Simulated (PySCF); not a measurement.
# Si2NH6 (SMILES N[SiH][SiH3]): levels of theory compared

Aim: a comparison of 6 runs (U-revPBE/6-311+G**, UB3LYP/6-311+G**, UBHLYP/6-311+G**, UPBE/6-311+G**, UPBE0/6-311+G**, USVWN5/6-311+G**) of Si2NH6. The job is set up through a Python script.

The calculation is run with PySCF 2.14.0.

## (1) The molecule

The species is Si2NH6 (9 atoms), meant as a doublet with charge 0. As SMILES, `N[SiH][SiH3]`. Geometry: relaxed at PBE0-D4/def2-TZVP. This is one conformer, not always the lowest.

Bond lengths: N1–Si2 1.725 Å, Si2–Si3 2.338 Å, N1–H4 1.007 Å, N1–H5 1.007 Å, Si2–H6 1.494 Å, Si3–H7 1.491 Å, Si3–H8 1.490 Å, Si3–H9 1.488 Å. Some angles: N1–Si2–Si3 110.8°, N1–Si2–H6 105.7°, Si3–Si2–H6 112.7°, Si2–N1–H4 121.0°, Si2–N1–H5 120.5°, Si2–Si3–H7 114.8°, Si2–Si3–H8 108.4°, Si2–Si3–H9 108.6°, H4–N1–H5 111.4°, H7–Si3–H8 107.8°.

## (2) The energy at U-revPBE/6-311+G(d,p) (run 1)

Contents of job.py:

```python
from pyscf import gto, dft

mol = gto.M(
    atom='''
N       -0.800100       0.840300      -1.401300
Si      -0.412600       0.902100       0.278900
Si       0.627800      -1.077000       0.962500
H       -1.356700       0.089900      -1.777700
H       -0.920900       1.689300      -1.930000
H        0.461600       2.102100       0.448200
H        1.938500      -1.353900       0.307200
H       -0.282400      -2.217000       0.659800
H        0.833300      -1.021900       2.435300
''',
    verbose=3,
    spin=1,
    max_memory=1860,
    charge=0,
    basis='6-311+g**',
)

mf = dft.UKS(mol)
mf.xc = 'revpbe'
mf.conv_tol = 1e-10
mf.grids.level = 5
mf.kernel()
if not mf.converged:
    mf = mf.newton().run(mf.mo_coeff, mf.mo_occ)

etot = mf.e_tot
print('E = %.10f Eh' % etot)
```

The run is started by

```
$ OMP_NUM_THREADS=1 python job.py
```

Standard output:

```text
<dir> SyntaxWarning: invalid escape sequence '\W'
  S = {(paw_set(r)[0], bool(re.search(r"spin_orbit\W+true|paw_fr", str((r.get("files") or {}).get("input") or "")) or re.search("(?i)spin.orbit\W+(value\W+)?(true|yes)|value\W+spin-orbit", json.dumps(r.get("inputs"), default=str)))) for r in records}

converged SCF energy = -637.213076750663  <S^2> = 0.75235943  2S+1 = 2.002358
E = -637.2130767507 Eh
```

It took 50 s on 1 thread of Arm Neoverse V1, shared host; peak memory 0.67 GiB.

## (3) The energy at UB3LYP/6-311+G(d,p) (run 2)

Contents of calc.py:

```python
from pyscf import gto, dft

mol = gto.M(
    atom='''
N   -0.800100   0.840300  -1.401300
Si  -0.412600   0.902100   0.278900
Si   0.627800  -1.077000   0.962500
H   -1.356700   0.089900  -1.777700
H   -0.920900   1.689300  -1.930000
H    0.461600   2.102100   0.448200
H    1.938500  -1.353900   0.307200
H   -0.282400  -2.217000   0.659800
H    0.833300  -1.021900   2.435300
''',
    verbose=3,
    max_memory=1860,
    spin=1,
    basis='6-311+g**',
)

myscf = dft.UKS(mol)
myscf.xc = 'b3lyp'
myscf.conv_tol = 1e-10
myscf.grids.level = 5
myscf.kernel()
if not myscf.converged:
    myscf = myscf.newton().run(myscf.mo_coeff, myscf.mo_occ)

energy = myscf.e_tot
print(f'total energy: {energy:.8f} hartree')
```

The run is started by

```
$ OMP_NUM_THREADS=1 python calc.py
```

Standard output:

```text
<dir> SyntaxWarning: invalid escape sequence '\W'
  S = {(paw_set(r)[0], bool(re.search(r"spin_orbit\W+true|paw_fr", str((r.get("files") or {}).get("input") or "")) or re.search("(?i)spin.orbit\W+(value\W+)?(true|yes)|value\W+spin-orbit", json.dumps(r.get("inputs"), default=str)))) for r in records}

WARN: HOMO -0.156775385225416 >= LUMO -0.156775385225401

converged SCF energy = -637.398391374422  <S^2> = 0.75259494  2S+1 = 2.0025933
total energy: -637.39839137 hartree
```

Run time: 55 s. Hardware: 1 thread of Arm Neoverse V1, shared host; peak memory 0.67 GiB.

## (4) A single-point energy at UBHLYP/6-311+G(d,p) (run 3)

Contents of run.py:

```python
from pyscf import gto, dft

mol = gto.Mole()
mol.atom = '''
N     -0.800100     0.840300    -1.401300
Si    -0.412600     0.902100     0.278900
Si     0.627800    -1.077000     0.962500
H     -1.356700     0.089900    -1.777700
H     -0.920900     1.689300    -1.930000
H      0.461600     2.102100     0.448200
H      1.938500    -1.353900     0.307200
H     -0.282400    -2.217000     0.659800
H      0.833300    -1.021900     2.435300
'''
mol.basis = '6-311+g**'
mol.verbose = 4
mol.spin = 1
mol.max_memory = 1860
mol.build()

calc0 = dft.UKS(mol, xc='bhandhlyp')
calc0.conv_tol = 1e-10
calc0.grids.level = 5
calc0.kernel()
if not calc0.converged:
    calc0 = calc0.newton().run(calc0.mo_coeff, calc0.mo_occ)

energy = calc0.e_tot
print('E = %.10f Eh' % energy)
```

The run is started by

```
$ OMP_NUM_THREADS=1 python run.py
```

Standard output:

```text
<dir> SyntaxWarning: invalid escape sequence '\W'
  S = {(paw_set(r)[0], bool(re.search(r"spin_orbit\W+true|paw_fr", str((r.get("files") or {}).get("input") or "")) or re.search("(?i)spin.orbit\W+(value\W+)?(true|yes)|value\W+spin-orbit", json.dumps(r.get("inputs"), default=str)))) for r in records}

PySCF version 2.14.0

[... 107 lines left out ...]
converged SCF energy = -637.31275568278  <S^2> = 0.75442904  2S+1 = 2.0044241
E = -637.3127556828 Eh
```

Run time: 58 s. Hardware: 1 thread of Arm Neoverse V1, shared host; peak memory 0.67 GiB.

Runs 4 to 5 aren't shown in full; the table further down has their settings and results.

## (5) The energy at USVWN5/6-311+G(d,p) (run 6)

Contents of calc.py:

```python
# N[SiH][SiH3]
from pyscf import gto, dft

molecule = gto.Mole()
molecule.atom = '''
N     -0.800100     0.840300    -1.401300
Si    -0.412600     0.902100     0.278900
Si     0.627800    -1.077000     0.962500
H     -1.356700     0.089900    -1.777700
H     -0.920900     1.689300    -1.930000
H      0.461600     2.102100     0.448200
H      1.938500    -1.353900     0.307200
H     -0.282400    -2.217000     0.659800
H      0.833300    -1.021900     2.435300
'''
molecule.basis = '6-311+g**'
molecule.charge = 0
molecule.verbose = 3
molecule.spin = 1
molecule.max_memory = 1860
molecule.build()

ks = dft.UKS(molecule)
ks.xc = 'svwn'
ks.grids.level = 5
ks.conv_tol = 1e-10
ks.kernel()
if not ks.converged:
    ks = ks.newton().run(ks.mo_coeff, ks.mo_occ)

energy = ks.e_tot
print('Final energy', energy)
```

The run is started by

```
$ OMP_NUM_THREADS=1 python calc.py
```

Standard output:

```text
<dir> SyntaxWarning: invalid escape sequence '\W'
  S = {(paw_set(r)[0], bool(re.search(r"spin_orbit\W+true|paw_fr", str((r.get("files") or {}).get("input") or "")) or re.search("(?i)spin.orbit\W+(value\W+)?(true|yes)|value\W+spin-orbit", json.dumps(r.get("inputs"), default=str)))) for r in records}

converged SCF energy = -634.546808326978  <S^2> = 0.75119703  2S+1 = 2.0011967
Final energy -634.5468083269778
```

Wall time 36 s (1 thread of Arm Neoverse V1, shared host); peak memory 0.45 GiB.

## (6) All runs side by side

| run | level | energy (Eh) | dipole moment (D) | HOMO energy (eV) | LUMO energy (eV) | wall time |
| --- | --- | --- | --- | --- | --- | --- |
| 1 | U-revPBE/6-311+G** | -637.213077 | 1.74 | -4.17 | -2.81 | 50 s |
| 2 | UB3LYP/6-311+G** | -637.398391 | 1.66 | -4.98 | -2.39 | 55 s |
| 3 | UBHLYP/6-311+G** | -637.312756 | 1.54 | -6.12 | -1.28 | 58 s |
| 4 | UPBE/6-311+G** | -636.974649 | 1.74 | -4.18 | -2.90 | 53 s |
| 5 | UPBE0/6-311+G** | -637.036580 | 1.62 | -5.24 | -2.04 | 54 s |
| 6 | USVWN5/6-311+G** | -634.546808 | 1.77 | -4.15 | -3.23 | 36 s |

## (7) Summary of results

| quantity | value |
| --- | --- |
| run 6: total energy | -634.54681 Eh |
| run 6: dipole moment | 1.77 D |
| run 6: HOMO energy (highest over α and β) | -4.15 eV |
| run 6: LUMO energy (lowest over α and β) | -3.23 eV |
| run 6: ⟨S²⟩ | 0.751 |

What this shows: The dipole moment (its size) runs from 1.54 D (UBHLYP/6-311+G**) to 1.77 D (USVWN5/6-311+G**). Totals of different functionals can't be ranked against each other. All runs together took 5.1 min, the longest 58 s.
